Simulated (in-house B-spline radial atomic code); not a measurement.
**RPA and G0W0 on LC-wPBE: neutral helium**

Configuration 1s2, mean-field start LC-wPBE. Computed with an all-electron radial atomic-structure program (B-spline basis): all electrons, scalar-relativistic (spin-free one-electron X2C), finite nucleus, each spin shell either full or empty, empty states to l = 9 with an (l + 1/2)⁻⁴ tail; G0W0 by contour deformation at full frequency.

Command:
```bash
python run_gw.py task.json out
```
Settings (radii: box in bohr, nucleus in fm):
```
Z                        2
electrons                2
configuration            1s2
hamiltonian              x2c
method                   lc_wpbe
lmax                     9
rms_radius               1.6755
spin_polarised           False
box_radius               40
intervals                76
ion_configuration        1s1
```

Cost of the run: 1.4 s on 1 thread of Arm Neoverse V2 (shared host).

Energies (hartree):

```csv
term,value
mean-field total,-2.90496
Hartree-Fock functional on these orbitals,-2.86036
direct second order,-0.083971
second-order exchange,0.041986
SOSEX correction,0.037052
```

Question: What is the RPA correlation energy, and what remains with SOSEX?

Answer: RPA gives -0.074102 hartree (-1.01 eV per electron); RPA + SOSEX gives -0.037051, and the second-order doubles -0.041985 hartree (no singles). SOSEX takes back 50 % of the RPA value, the self-correlation of each of the two electrons.

Quasi-particle levels (eV):

```
level  occupied  mean field  Σx - vxc  Σc  QP weight  G0W0
   1s       yes     -21.198     -3.93   ?          ?     ?
```

G0W0 = mean field + (Σx - vxc) + Σc, with Σc (partial-wave tail included) taken at the quasi-particle energy.

Question: Where does G0W0 put 1s?

Answer: At -24.554 eV, with Σc = 0.57 eV and a quasi-particle weight of 0.933. The tabulated removal energy is 24.587 eV (NIST, measured).

Question: What does it cost to remove one electron (to 1s1) by differences of total energies, each species on its own start (correlation terms add to the Hartree-Fock functional)?

Answer: LC-wPBE 24.638 eV, Hartree-Fock functional 23.428 eV, + RPA 24.901 eV, + RPA + SOSEX 24.437 eV, + second order 24.571 eV. Tabulated: 24.587 eV (NIST, measured).
